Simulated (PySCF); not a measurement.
## Electronic absorption of SiF2H2

Species: SiF2H2.
InChI=1S/F2H2Si/c1-3-2/h3H2

Computed, not measured: PySCF 2.14.0, density-fitted response routines, TDDFT CAM-B3LYP/def2-SVPD, vertical, gas phase, core orbitals frozen in the response. Geometry: PBE0-D3(BJ)/def2-SVP; no solvent, vibrations or thermal averaging.

Q: List the vertical singlet excitations with oscillator strengths and describe the spectrum.

A: 

| state | E (eV) | ν̃ (cm⁻¹) | f | \|μ\| (D) | symmetry | main configurations (H = HOMO, L = LUMO) |
| --- | --- | --- | --- | --- | --- | --- |
| S1 | 8.53 | 68810 | 0.0000 | 0.00 | – | H→L (98%) |
| S2 | 8.81 | 71090 | 0.037 | 1.05 | B1 or B2 | H→L+1 (87%), H→L+2 (10%) |
| S3 | 9.82 | 79170 | 0.137 | 1.92 | B1 or B2 | H→L+2 (86%), H→L+1 (10%) |
| S4 | 10.80 | 87100 | 0.054 | 1.15 | B1 or B2 | H-1→L (70%), H-2→L+1 (24%) |
| S5 | 11.03 | 88960 | 0.106 | 1.59 | A1 | H-1→L+1 (70%), H-2→L (15%), H-1→L+2 (10%) |
| S6 | 11.14 | 89810 | 0.015 | 0.59 | A1 | H-2→L (64%), H-1→L+1 (16%), H→L+4 (14%) |
| S7 | 11.18 | 90160 | 0.379 | 2.99 | B1 or B2 | H→L+3 (81%), H-3→L (13%) |
| S8 | 11.36 | 91610 | 0.0001 | 0.04 | – | H-3→L+1 (88%) |
| S9 | 11.37 | 91700 | 0.146 | 1.84 | B1 or B2 | H-2→L+1 (66%), H-1→L (24%) |
| S10 | 11.41 | 92060 | 0.010 | 0.48 | B1 or B2 | H-3→L (82%), H→L+3 (14%) |

Triplets, Tamm–Dancoff:

| state | E (eV) | λ (nm) | main configurations (H = HOMO, L = LUMO) |
| --- | --- | --- | --- |
| T1 | 7.95 | 156.0 | H→L (96%) |
| T2 | 8.17 | 151.8 | H→L+1 (80%), H→L+2 (10%) |
| T3 | 9.00 | 137.8 | H→L+2 (50%), H→L+3 (38%) |
| T4 | 9.86 | 125.7 | H-1→L (87%) |

The lowest singlet lies at 8.53 eV (145 nm, vacuum ultraviolet) and is dark (f under 0.0005); its leading configuration is HOMO→LUMO (98%). The most intense listed level is S7 at 11.18 eV (111 nm, f = 0.379), 2.65 eV above S1. Löwdin shares by element: HOMO hydrogen 45%, silicon 33%, fluorine 11% or more; LUMO (one of a set within 0.03 eV) silicon 40%, hydrogen 33%, fluorine 13% or more. Of the 10 states listed, 7 reach f = 0.01 and 2 stay under 0.0005. The listed states span 2.88 eV, and the widest gap between neighbours is 1.00 eV (S2 to S3). The oscillator strengths of these states sum to 0.885; summed over the whole spectrum of an exact calculation they would give the number of electrons, 34 (Thomas–Reiche–Kuhn). Symmetry labels in C2v follow from the direction of the transition dipole and are given only for states with f of 0.002 or more; B1 and B2 swap with the choice of axes. The window holds the lowest 10 singlets.

On an x86-64 server with one thread, shared host, this took 4.2 s wall.
